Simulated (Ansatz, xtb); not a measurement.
**C4H3: 3 structures ranked**

3 gas-phase structures of C4H3, found in a search over its isomers (lower ones may exist). Each was relaxed with GFN2-xTB; where two conformers were screened, the lower at r2SCAN-D4/def2-SVP is listed:

A. `[H]/[C]=C\C#C`, a doublet
B. `[CH]=C=C=C`, a doublet
C. `[C]#CC=C`, a doublet

Which do you expect lowest at r2SCAN-D4/def2-SVP, and how would the others follow?

Calculated order at r2SCAN-D4/def2-SVP: B (0.0), A (17.4), C (36.9) kcal/mol.

Energies above the lowest of each column, in kcal/mol; the last columns are at PBE-D3(BJ)/def2-SVP geometries and were run for some of them only (a dash: not run or not comparable):

| structure | GFN2-xTB | HF/STO-3G | r2SCAN-D4/def2-SVP | PBE-D3(BJ)/def2-SVP | CCSD(T)/def2-SVP |
| --- | --- | --- | --- | --- | --- |
| B | 0.0 | 0.0 | 0.0 | 0.0 | 0.0 |
| A | 18.1 | 13.6 | 17.4 | 18.3 | 9.2 |
| C | 28.0 | 20.0 | 36.9 | – | – |

Every level run on B puts it lowest or level with the lowest. Frequencies (PBE-D3(BJ)/def2-SVP) were run for A, B alone. Open shells are spin-unrestricted, some with notable spin contamination. Large T1 diagnostics make some coupled-cluster values less sure.

Programs: Ansatz 0.2.0, xtb 6.7.1.
